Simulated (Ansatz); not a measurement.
Total energies of the cluster B3 (the lowest doublet isomer of a short search) from Ansatz at PBE0-D4/def2-TZVP, gas phase (1 Eh = 27.2114 eV = 2625.5 kJ/mol). The reference geometry is relaxed at PBE-D4/def2-TZVP.

```xyz
3

B    -0.329   -0.508   -0.663
B     0.883    0.008    0.164
B    -0.554    0.500    0.500
```

```
                state                     geometry  energy (Eh)
     charge 0 doublet                    reference    -74.19128
     charge 1 singlet                    reference    -73.82711
     charge 0 quartet  relaxed at PBE-D4/def2-TZVP    -74.14372
free B atom (doublet)                            –    -24.61828
```

Q: Work out the vertical ionisation energy to the singlet.

A: E(charge 1 singlet) − E(charge 0 doublet) = -73.82711 − (-74.19128) = 0.36417 Eh = 9.91 eV. For comparison, −ε of the highest occupied level of the spin that leaves is 7.70 eV at this level, 2.21 eV less.

Q: Which of the charge 0 states is lowest, and how far above it are the others?

A: The doublet. quartet: -74.14372 − (-74.19128) = 0.04756 Eh = 124.9 kJ/mol.

Q: What is the binding energy per atom against free atoms?

A: Atoms: 3 × (-24.61828) = -73.85484 Eh. Binding: -73.85484 − (-74.19128) = 0.33644 Eh = 9.16 eV, or 3.05 eV for each of 3 atoms (no zero-point energy, no counterpoise term).

At PBE0-D4/def2-TZVP the charge 0 doublet is spin-contaminated (final ⟨S²⟩ up to 0.86, 0.75 for a pure state). The restricted singlet is unstable towards broken spin symmetry in Hartree–Fock (as tested in another run); at PBE0-D4/def2-TZVP this wasn't settled. 

The structure comes from a short search, and lower isomers may exist.
